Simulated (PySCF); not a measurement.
N₂H₄.
Bonds: N1–N2. Hydrogens: H3, H4 on N1; H5, H6 on N2.

The calculation used PySCF 2.14.0, PBE0-D3(BJ)/def2-SVP geometry optimisation, gas phase.

(1) What internal coordinates does the optimisation give?

Results:

(1) 
| bond | length (pm) |
| --- | --- |
| N1–N2 | 140.2 |
| N1–H3 and 3 like bonds | 101.9 |

Bonds in one row agree within 1 pm and their mean is given. A selection of angles:
| angle | degrees |
| --- | --- |
| N2–N1–H3 | 109.0 |
| N2–N1–H4 | 113.5 |
| H3–N1–H4 | 107.5 |

N1 (hydrazine nitrogen) is pyramidal (angles 113.5°, 109.0° and 107.5°, sum 330.1°, 0.36 Å off the plane of its three neighbours).

Point group: C2 (every atom within 0.08 Å of its image). Stationary, but not proved a minimum. One conformer, not necessarily the lowest (H–N1–N2–H 150° and -90°).

On x86-64 server, one thread, on a shared host, this took 2.3 s wall. That covers the optimisation of the geometry.
